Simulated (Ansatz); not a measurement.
Born–Oppenheimer molecular dynamics of BClH5N (8 atoms, charge 0, multiplicity 1). It starts at the highest image of a converged band, a first-order saddle point between two minima.

Level of theory: Ansatz, RKS PBE0/def2-mTZVP.

- ensemble: NVE (velocity Verlet)
- time step: 0.5 fs
- steps asked: 200
- starting velocities drawn for: 300 K
- seed: 3256

First frame:

```xyz
8
Properties=species:S:1:pos:R:3
B 0.008 -0.059 0.267
N -0.012 0.071 1.743
H -0.810 -0.283 2.256
H 0.851 -0.058 2.255
H 1.065 -0.054 -0.270
H -1.014 -0.326 -0.273
Cl -0.329 2.524 0.506
H -0.180 1.347 1.511
```

(1) How far do the bonds stretch over the last three quarters of this one trajectory? (Pairs bonded in most of those frames.)

Answers

(1) 
```csv
bond,mean (Å),spread (Å),shortest,longest
B1–N2,1.398,0.023,1.36,1.44
B1–H5,1.198,0.035,1.14,1.25
B1–H6,1.198,0.030,1.15,1.25
N2–H3,1.011,0.022,0.98,1.05
N2–H4,1.010,0.014,0.99,1.04
Cl7–H8,1.302,0.035,1.25,1.35
```

Mean temperature of the second half: 772 K. The conserved energy stayed within 0.21 meV per atom of its start (net change 0.098 meV per atom), so the integration is sound. The system heated up, since it started high on the potential surface and ran downhill. A run of 0.1 ps of so small a system gives no equilibrium averages. The orbitals stay closed-shell, which can raise the energy where a bond breaks towards radicals; this wasn't checked here.

The run took 7.7 min on 1 thread of Arm Neoverse V1, on a shared host, peak memory 0.15 GiB.
